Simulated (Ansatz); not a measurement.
# [Br···H···Si], triplet: the ladder up to UCCSDT(Q)

Geometry: a point of a hydrogen-transfer path between rigid fragments, not a stationary point.

```xyz
3

Br    0.0000    0.0000   -1.9307
H     0.0000    0.0000    0.2453
Si    0.0000    0.0000    1.6853
```

Basis cc-pVTZ; Ansatz 0.2.0. Correlated methods freeze the noble-gas cores and the filled d shells of p-block atoms, which leaves 12 electrons in 72 orbitals. R marks a restricted (for open shells ROHF) determinant, U an unrestricted one. Active spaces: pair = (4e, 4o) about the gap; valence = (12e, 9o) chosen from the atoms' valence shells. No spin–orbit coupling is included, and no scalar relativity.

Full CI isn't at hand for all of this; UCCSDT(Q) serves as the reference, and is uncertain by about the last step of the cluster series. The frozen core follows each run's orbitals, which can shift R against U totals by a few meV for light atoms and by up to 0.1 eV past Ca.

- UHF ⟨S²⟩: 2.031
- T1 diagnostic (RCCSD): 0.0271
- largest doubles amplitude (RCCSD): 0.068
- T1 diagnostic (UCCSD): 0.0229

```json
{"level": "UHF", "E − E(UCCSDT(Q)) (kJ/mol)": "731.3", "share of correlation (%)": "3.30", "wall time": "–"}
{"level": "UMP2", "E − E(UCCSDT(Q)) (kJ/mol)": "139.3", "share of correlation (%)": "81.57", "wall time": "–"}
{"level": "UCCSD", "E − E(UCCSDT(Q)) (kJ/mol)": "29.2", "share of correlation (%)": "96.14", "wall time": "–"}
{"level": "UCCSD(T)", "E − E(UCCSDT(Q)) (kJ/mol)": "5.0", "share of correlation (%)": "99.34", "wall time": "75 s"}
{"level": "UCCSDT", "E − E(UCCSDT(Q)) (kJ/mol)": "1.0", "share of correlation (%)": "99.87", "wall time": "–"}
```

The correlation energy at UCCSDT(Q), counted from RHF, is -7.838 eV. That run took 47 s on 2 threads of AMD EPYC 7R13 with a shared H100 80 GB, shared host.

Run but not shown, since their state or frozen core can't be matched to the reference's or they repeat it: RHF, RMP2, RCCSD, RCCSD(T), BCCD(T), RCCSDT, RCCSDT(Q), CASSCF (pair space), NEVPT2 (pair space), CASSCF (valence space), NEVPT2 (valence space), MRCISD (valence space), MRCISD+Q (valence space).

Times hold each run's SCF and search for its determinant on a shared host, so for small cases they say little of a method's own cost; they ran on 1 thread of AMD EPYC 7R13.

Natural occupations of CASSCF (valence space) about the gap: 2.000 2.000 1.982 1.929 1.000 0.999 0.067 0.023; effectively unpaired electrons, Σ n²(2−n)², 2.04.
